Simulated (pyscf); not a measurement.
This saddle point was located with ωB97X-D3(BJ)/def2-SVP in PySCF.

```xyz
7

O     -0.9127    -0.2184     1.2412
Nb    -0.1531    -0.2130    -0.3409
Cl    -2.5489    -1.3883    -0.4820
Cl    -0.9846     1.2761    -1.8347
Cl     0.6739    -2.1984    -1.0599
Cl     1.8128     0.8187     0.0875
H     -1.9158    -0.7929     0.8103
```

Surface: singlet, charge 0. Lowest wavenumbers (cm⁻¹): 1332i, 85, 86, 142, 145.

**Question.** Name the species on either side of this saddle.

**Answer.** HO–Nb(Cl)(Cl)(Cl)–Cl <-> O=Nb(Cl)(Cl)–Cl + hydrogen chloride (HCl), an elimination read from left to right: H–O, Cl–Nb broken and Cl–H formed. At ωB97M-D3(BJ)/def2-TZVP it lies +17.4 kcal/mol from the left side and +13.7 kcal/mol from the right (each side as separated species at their lowest minima found). One saddle was located; it need not be the lowest between these sides. Elements past Kr carry the def2 core potentials, without spin-orbit coupling.
